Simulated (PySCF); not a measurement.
## Computed spin Hamiltonian

Compound: C4H5FS (charge +1 and doublet state).
Z-matrix (Å and degrees, GFN2-xTB geometry), rows numbered from 1:
```
F 
C   1  1.3043
C   2  1.3560  1  125.62
C   3  1.4664  2  114.50  1   179.99
C   4  1.5266  3  109.18  2     0.01
S   2  1.7339  1  118.72  3  -180.00
H   3  1.0794  2  122.94  1    -0.04
H   4  1.0981  3  110.04  2  -122.84
H   4  1.0981  3  110.05  2   122.74
H   5  1.0930  4  112.66  3   119.52
H   5  1.0930  4  112.68  3  -119.70
```

As a line formula: `FC1=CCC[S+]1` [radical] (charge +1).

Level of theory: UKS B3LYP, pcH-1 on C F H S, non-relativistic, mean-field spin-orbit, GIAO in PySCF. Geometry: GFN2-xTB; no solvent, vibrations or thermal averaging. A GFN2-xTB geometry isn't a minimum of the functional, and hyperfine couplings can be far from their values at a DFT geometry, by a factor of two or more for some ions and for spin on atoms past the first row. No stability test was run, so a lower SCF solution isn't excluded.

```
g1, g2, g3        : 2.00215, 2.00962, 2.01545
g_iso             : 2.00907
Form of g         : rhombic: the two nearest values differ by 44 % of g3 − g1
⟨S²⟩              : 0.7589 (exact 0.7500)
α and β electrons : 27, 26
```

Hyperfine couplings atom by atom, in MHz; T1 to T3 are the principal values of the dipolar part:

| atom | isotope | a_iso | of which spin–orbit | T1 | T2 | T3 | Mulliken spin population |
| --- | --- | --- | --- | --- | --- | --- | --- |
| F1 | 19F | 10.4 | 1.6 | -34.0 | -26.1 | 60.1 | 0.01 |
| C2 | 13C | -21.0 | 0.4 | -6.8 | -3.3 | 10.2 | 0.00 |
| C3 | 13C | 33.5 | -0.1 | -38.7 | -37.8 | 76.5 | 0.46 |
| C4 | 13C | -19.0 | 0.1 | -3.2 | -2.1 | 5.4 | -0.04 |
| C5 | 13C | -8.2 | 0.2 | -2.7 | -1.9 | 4.7 | -0.02 |
| S6 | 33S | 17.9 | -0.2 | -49.9 | -47.1 | 97.0 | 0.48 |
| H7 | 1H | -32.0 | 0.0 | -17.8 | -2.7 | 20.5 | -0.02 |
| H8 | 1H | 109.4 | 0.0 | -4.4 | -2.6 | 7.0 | 0.04 |
| H9 | 1H | 109.6 | 0.0 | -4.4 | -2.6 | 7.0 | 0.04 |
| H10 | 1H | 60.3 | 0.0 | -3.9 | -1.5 | 5.3 | 0.02 |
| H11 | 1H | 60.1 | 0.0 | -3.8 | -1.5 | 5.3 | 0.02 |

The Mulliken spin populations are largest on S6 (+0.48) and C3 (+0.46).

S6, the radical centre as drawn in `FC1=CCC[S+]1`, holds a spin population of +0.48 out of 1.

Axes: g2 points within 15° of the C2–C3 bond and g3 points within 11° of the C3–C4 bond.

Under fast tumbling the dipolar parts average out, and these isotropic splittings remain: 2 × 1H (H8/H9, I = 1/2, 3 lines) with 3.90 mT, 2 × 1H (H10/H11, I = 1/2, 3 lines) with 2.14 mT, 1 × 1H (H7, I = 1/2, 2 lines) with 1.14 mT and 1 × 19F (F1, I = 1/2, 2 lines) with 0.37 mT.

Class means assume fast exchange of nuclei equivalent by connectivity; if that motion is slow, each nucleus keeps its own coupling.

The 13C coupling of C3 (33.5 MHz) shows only in satellite lines or after enrichment, since that isotope makes up about 1.07 % of natural carbon.

The 33S coupling of S6 (17.9 MHz) shows only in satellite lines or after enrichment, since that isotope makes up about 0.76 % of natural sulfur.

β density exceeds α density at some nuclei, such as C2 (-0.0190), C4 (-0.0169) and C5 (-0.0074), spin density in bohr⁻³. In a single determinant that takes different orbitals for the two spins, that is spin polarisation.
